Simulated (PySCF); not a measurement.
C₃H₇, SMILES C[CH]C, multiplicity 2. The structure is a stationary point at r2SCAN-D4/def2-TZVP. The isomer is the one that the SMILES or the coordinates give; other isomers of the formula were not compared.

Computed equilibrium geometry at r2SCAN-D4/def2-TZVP (PySCF confirms it by a frequency run) as Cartesian coordinates in Å, and its point group:
point group Cs.
```xyz
10

C     -0.0026    -0.1980     1.2881
C      0.0452     0.5376     0.0000
C     -0.0026    -0.1980    -1.2881
H      0.2223     0.4457     2.1406
H      0.7049    -1.0360     1.2964
H     -0.9958    -0.6404     1.4709
H     -0.1024     1.6122     0.0000
H      0.2223     0.4457    -2.1406
H     -0.9958    -0.6404    -1.4709
H      0.7049    -1.0360    -1.2964
```
Charge 0, spin multiplicity 2.
